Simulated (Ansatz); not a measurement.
C$_{3}$H$_{5}$ClO$_{2}$ (`C[C@H]1O[C@H](Cl)O1`), relaxed with RKS PBE0-D4/def2-TZVP in the Gaussian-basis code of Ansatz from a PBE-D4/def2-SVP geometry. The force threshold is 0.005 eV/Å; the program also tests the step.

The species carries charge 0 and has multiplicity 1.

Start:

```xyz
11

C     0.027   -1.125    1.131
C     0.457    0.018    0.255
O     0.320   -0.227   -1.161
C    -0.466    0.927   -1.198
Cl    0.348    2.320   -2.090
O    -0.488    1.107    0.186
H     0.742   -1.965    1.027
H    -0.986   -1.468    0.849
H     0.023   -0.802    2.191
H     1.481    0.389    0.502
H    -1.455    0.826   -1.692
```

**Question.** By how much does the energy fall, and how many steps does the optimiser take? (Estimate.)

**Answer.** Computed: 4.96 kJ/mol, in 5 steps.

**Question.** Which bonds change most? (An estimate is asked.)

**Answer.** Computed: C4–Cl5 from 1.844 to 1.806 Å; C2–H10 from 1.117 to 1.097 Å; C4–H11 from 1.110 to 1.090 Å; C1–H8 from 1.107 to 1.090 Å.

**Question.** Give the relaxed structure. (An estimate is asked.)

**Answer.** The calculation gave: 
```xyz
11

C     0.023   -1.115    1.120
C     0.459    0.020    0.257
O     0.329   -0.217   -1.149
C    -0.460    0.923   -1.193
Cl    0.327    2.290   -2.072
O    -0.475    1.103    0.182
H     0.723   -1.946    1.010
H    -0.978   -1.444    0.840
H     0.023   -0.800    2.165
H     1.464    0.382    0.505
H    -1.436    0.805   -1.665
```
